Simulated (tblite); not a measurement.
Species: C4H7ClO.
Bonds: C1–C2, C2–C3, C3–C4, C4–O5 (double), C4–Cl6. Hydrogens: H7, H8, H9 on C1; H10, H11 on C2; H12, H13 on C3.

Computed geometry: GFN2-xTB, gas phase.

Problem. List the bond lengths, angles and torsions at this level.

Solution. 
```csv
bond,length (Å),order
C1–C2,1.523,single
C2–C3,1.529,single
C3–C4,1.490,single
C4=O5,1.182,double
C4–Cl6,1.782,single
"C1–H7, C1–H8, C1–H9",1.087,single
"C2–H10, C2–H11",1.091,single
"C3–H12, C3–H13",1.093,single
```

Bonds in one row agree within 0.01 Å and their mean is given. Orders are formal, as drawn. A selection of angles:
```csv
angle,degrees
C2–C1–H7,110.8
C2–C1–H9,110.2
H7–C1–H8,108.3
C1–C2–C3,111.4
C1–C2–H10,109.9
C3–C2–H10,109.1
H10–C2–H11,107.5
C2–C3–C4,111.8
C2–C3–H12,110.8
C4–C3–H12,108.2
H12–C3–H13,106.9
C3–C4–O5,129.2
C3–C4–Cl6,111.4
O5–C4–Cl6,119.4
```

Dihedral angles: C1–C2–C3–C4 180° (antiperiplanar); C2–C3–C4–O5 0° (synperiplanar).

The 6 heavy atoms lie in one plane (0.001 Å rms). The 3 C–C bonds span 1.490 Å (C3–C4, drawn single) to 1.529 Å (C2–C3, drawn single), a spread of 0.039 Å. Of the pairs four or more bonds apart, O5···H10 is among the closest relative to their van der Waals radii: 2.79 Å, 103 % of the sum of Bondi's values.

Point group: Cs (every atom within 0.08 Å of its image). Its GFN2-xTB frequencies are all real (lowest 51 cm⁻¹). One conformer, not necessarily the lowest. 3 starts were optimised and ended at 0.00, 0.08 and 0.75 kcal/mol (GFN2-xTB); the lowest of these is shown.
